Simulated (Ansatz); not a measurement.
Born–Oppenheimer molecular dynamics of AlCl₂H (4 atoms, charge 0, multiplicity 1). It starts from a rough guess of a transition structure, not a stationary point.

Level of theory: UKS PBE0/6-31G (Ansatz).

| Item | Value |
| --- | --- |
| ensemble | NVE (velocity Verlet) |
| time step | 0.5 fs |
| steps asked | 150 |
| starting velocities drawn for | 600 K |
| seed | 419958 |

First frame:

```xyz
4
Properties=species:S:1:pos:R:3
Al 0.554 0.259 0.750
Cl 0.039 -0.091 -1.780
H 0.503 -1.258 -0.551
Cl -1.095 1.090 1.582
```

How far do the bonds stretch over the last three quarters of this one trajectory? (Pairs bonded in most of those frames.)


```csv
bond,mean (Å),spread (Å),shortest,longest
Al1–Cl2,2.217,0.132,2.06,2.49
Al1–Cl4,2.545,0.155,2.25,2.90
```

Mean temperature of the second half: 3644 K. The conserved energy stayed within 1 meV per atom of its start (net change -0.92 meV per atom), so the integration is sound. The system heated up, since it started high on the potential surface and ran downhill. A run of 0.075 ps of so small a system gives no equilibrium averages. The orbitals stay closed-shell, which can raise the energy where a bond breaks towards radicals; this wasn't checked here. Limits of this set-up: no polarisation functions.

The run took 5.3 min on 1 thread of Arm Neoverse V1, on a shared host, peak memory 0.13 GiB.
